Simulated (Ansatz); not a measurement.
# PH₃ (singlet): the correlation ladder, cc-pV(D+d)Z

An exercise on one series of results from a longer session: the logs are not shown, and one member is left open.

Method: cc-pV(D+d)Z, core rule «outside noble gas», up to 5 orbitals frozen; program: Ansatz 0.2.0, Gaussian basis.

Plan: UHF; CCSD(T) on RHF; BCCD(T) on RHF; CISD; CCSDT(Q) on RHF; CISDTQ; CCSDTQ on RHF; CASSCF and MRCISD+Q, 8 electrons in 7 orbitals; CASSCF and NEVPT2, 8 electrons in 7 orbitals.

10 further runs of the same task are left out: 1 that didn't finish, 9 set aside as unsound or not needed.

## The system

The geometry is an MP2(full)/6-31G* stationary point (not a proven minimum).

4 atoms, charge 0, spin multiplicity 1.

Atoms are counted from 1 here; the program's logs count them from 0.

Bond lengths: P1–H2 1.414 Å, P1–H3 1.414 Å, P1–H4 1.414 Å. Angles: H2–P1–H3 94.6°, H2–P1–H4 94.6°, H3–P1–H4 94.6°.

The first run:

File in.yaml:

```yaml
crystal:
  periodic: [false, false, false]
  atoms:
    - {symbol: P, position_ang: [0.000000, 0.000000, 0.066503]}
    - {symbol: H, position_ang: [-0.000001, 1.200646, -0.681212]}
    - {symbol: H, position_ang: [1.039791, -0.600324, -0.681211]}
    - {symbol: H, position_ang: [-1.039791, -0.600324, -0.681210]}
basis:
  gaussian: {orbitals: "cc-pV(D+d)Z.json"}
magnetization: {spin_polarized: true, initial_magnetization: 0}
hamiltonian: {xc: hf}
output: {orbitals: {seedname: orbitals}}
```

Started as:

```bash
$ ansatz run in.yaml --threads 1 --pin off --events-out ev --progress --plain --max-ram 2764MiB --backend cpu
```

Steps of the session up to this table: UHF; CCSD(T) on RHF; BCCD(T) on RHF; CISD; CCSDT(Q) on RHF; CISDTQ; CCSDTQ on RHF; CASSCF and MRCISD+Q, 8 electrons in 7 orbitals; CASSCF and NEVPT2, 8 electrons in 7 orbitals.

One table of the session follows, with a row left open; its other results are not shown here.

```
          method  from RCCSDTQ (kcal/mol)
             RHF                        ?
            RMP2                   +21.27
            CISD                    +8.07
           RCCSD                    +2.84
        RCCSD(T)                    +0.51
         BCCD(T)                    +0.51
          RCCSDT                    +0.12
          CISDTQ                    +0.26
       RCCSDT(Q)                    +0.01
         RCCSDTQ                        0
  CASSCF valence                   +75.48
  NEVPT2 valence                   +19.50
  MRCISD valence                    +4.10
MRCISD+Q valence                    +0.06
```

**Question.** Estimate the row for RHF.

**Answer.** from RCCSDTQ (kcal/mol): +105.74. In the column «from RCCSDTQ (kcal/mol)» it is the highest.
